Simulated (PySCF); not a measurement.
## HF: energy against distance

Set-up: H pcseg-1, F pcseg-1; no relativity (PySCF 2.14). Energies in eV from H + F in their ground configurations at the same level. State: ¹Σ⁺ (singlet), closed shell.

| R (Å) | PBE0 | CAM-B3LYP | BP86 | r²SCAN |
| --- | --- | --- | --- | --- |
| 0.796 | -4.999 | -5.075 | -5.218 | -5.065 |
| 0.833 | -5.375 | -5.458 | -5.621 | -5.447 |
| 0.870 | -5.592 | -5.683 | -5.865 | -5.669 |
| 0.898 | -5.672 | -5.769 | -5.966 | -5.754 |
| 0.926 | -5.696 | -5.798 | -6.011 | -5.782 |
| 0.954 | -5.674 | -5.781 | -6.010 | -5.764 |
| 0.991 | -5.587 | -5.702 | -5.951 | -5.684 |
| 1.037 | -5.409 | -5.532 | -5.808 | -5.515 |
| 1.093 | -5.125 | -5.256 | -5.565 | -5.241 |
| 1.167 | -4.674 | -4.814 | -5.166 | -4.804 |

**Question.** Put a parabola through the three lowest points of the PBE0 curve and estimate Re, k and ωe (reduced mass 0.9571 u; 1 eV/Å² = 0.16022 mdyn/Å; ωe = 1302.8·√(k/μ) cm⁻¹).

**Answer.** Through R = 0.898, 0.926, 0.954 Å the second-order coefficient is 29.3 eV/Å², so Re ≈ 0.927 Å, k ≈ 9.40 mdyn/Å and ωe ≈ 4083 cm⁻¹. A polynomial fit of higher order to the unrounded PBE0 energies gives Re = 0.925 Å, k = 9.58 mdyn/Å, ωe = 4121 cm⁻¹; anharmonicity and rounding make the difference.

The higher-order fit for each curve: PBE0: Re = 0.925 Å, ωe = 4121 cm⁻¹, De = 5.70 eV; CAM-B3LYP: Re = 0.929 Å, ωe = 4078 cm⁻¹, De = 5.80 eV; BP86: Re = 0.939 Å, ωe = 3924 cm⁻¹, De = 6.02 eV; r²SCAN: Re = 0.928 Å, ωe = 4072 cm⁻¹, De = 5.78 eV.
